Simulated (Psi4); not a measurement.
Process, species as SMILES: O (H2O) → [OH-] + H+
B3LYP-D3(BJ)/def2-TZVP geometries, fixed; electronic energies without zero-point terms.
Largest species:
```xyz
3

O      0.0070     0.0013     0.1167
H     -0.0500     0.7593    -0.4742
H     -0.0062    -0.7700    -0.4592
```
Charge 0, spin multiplicity 1.

Energies in hartree at MP2 with Psi4; the deprotonation energy is their sum with the coefficients shown, times 627.509 kcal/mol a hartree; the bare proton counts zero. All functions are spherical. Density fitting with the program's default auxiliary sets. Cores are frozen. No added dispersion term, no relativity.

| species | coefficient | part | aug-cc-pVDZ | aug-cc-pVTZ | aug-cc-pVQZ |
|---|---|---|---|---|---|
| O (H2O) | -1 | Hartree-Fock | -76.04106 | -76.06022 | -76.06558 |
| O (H2O) | -1 | correlation | -0.21976 | -0.26868 | -0.28626 |
| [OH-] | +1 | Hartree-Fock | -75.39563 | -75.41189 | -75.41666 |
| [OH-] | +1 | correlation | -0.24135 | -0.29034 | -0.30827 |

Question: Predict the deprotonation energy in aug-cc-pV5Z (X = 5): let each Hartree-Fock step shrink by the ratio of the last two, and fit each correlation energy at X = 3 and 4 to E + A/X^3. Compare with the run.

Answer: 
- O (H2O): steps -0.01916 and -0.00536, ratio 0.280, so Hartree-Fock -76.06708 (run: -76.06690); A = (-0.26868 - (-0.28626))/(1/27 - 1/64) = 0.8210, correlation -0.28626 - A/64 + A/125 = -0.29252 (run: -0.29326).
- [OH-]: steps -0.01626 and -0.00477, ratio 0.293, so Hartree-Fock -75.41806 (run: -75.41785); A = (-0.29034 - (-0.30827))/(1/27 - 1/64) = 0.8374, correlation -0.30827 - A/64 + A/125 = -0.31466 (run: -0.31562).
Predicted 393.37 kcal/mol; the run in aug-cc-pV5Z gives 393.25, a miss of 0.12. Keeping the value in aug-cc-pVQZ, 393.39, would miss by 0.14. All sums are of the energies as printed.
